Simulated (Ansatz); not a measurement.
# AlH2O: the cost of one run

Method: UKS B3LYP-D4/def2-mTZVP, in Ansatz 0.2.0.

### Step 1. Starting point

Bond lengths: O1–Al2 1.867 Å, O1–H3 0.943 Å, Al2–H4 1.554 Å. Angles: O1–Al2–H4 123.5°, Al2–O1–H3 104.0°.

As a file:

```xyz
4

O     0.0206   -0.7795    0.8796
Al    0.3367    0.8043   -0.0570
H     0.3244   -1.4545    0.2955
H    -0.6261    1.3695   -1.1383
```

### Step 2. Relaxing end A

Contents of input.yaml:

```yaml
crystal:
  periodic: [false, false, false]
  atoms:
    - { symbol: O, position_ang: [0.0206, -0.7795, 0.8796] }
    - { symbol: Al, position_ang: [0.3367, 0.8043, -0.057] }
    - { symbol: H, position_ang: [0.3244, -1.4545, 0.2955] }
    - { symbol: H, position_ang: [-0.6261, 1.3695, -1.1383] }
magnetization:
  spin_polarized: true
  initial_magnetization: 1
basis:
  gaussian: { orbitals: def2-mTZVP }
hamiltonian:
  xc: b3lyp
  dispersion: d4
relax:
  f_tol: 0.015
  max_steps: 40
```

Started as:

```sh
$ ansatz run input.yaml --threads 1 --pin off --max-ram 2048MiB --backend cpu --events-out ev --progress --plain --runs-dir out
```

Q: Estimate wall time and peak memory on 1 thread of an Arm CPU, shared host.

About 16 s, with a peak of 0.11 GiB.
